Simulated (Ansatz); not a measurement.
Basis-set extrapolation for H7Si3 (`[SiH2][SiH2][SiH3]`) radical (PBE0-D4/def2-TZVP geometry, frozen core, Ansatz 0.2.0). Multiplicity 2, UHF reference.

|  | def2-TZVPP | def2-QZVPP |
| --- | --- | --- |
| HF | -870.856536 | -870.883182 |
| MP2 correlation | -0.362535 | -0.388807 |
| CCSD(T) correlation | -0.444050 | not run |

Energies in hartree. Use E(X) = E(∞) + A·exp(−7.88·√X) for Hartree–Fock and E(X) = E(∞) + B·X^(−2.97) for correlation, with X = 3 and 4, and add CCSD(T) minus MP2 of the smaller set to the MP2 limit.

Problem. What is the CCSD(T) energy at the basis-set limit?

Solution. HF limit: -870.883182 + (-0.026646) × 0.13774 = -870.88685. MP2 limit: -0.388807 + (-0.026272) × 0.74074 = -0.40827. Higher-order term: -0.444050 − (-0.362535) = -0.08152. Total: -871.37664 hartree, 199.7 kJ/mol below CCSD(T)/def2-TZVPP.
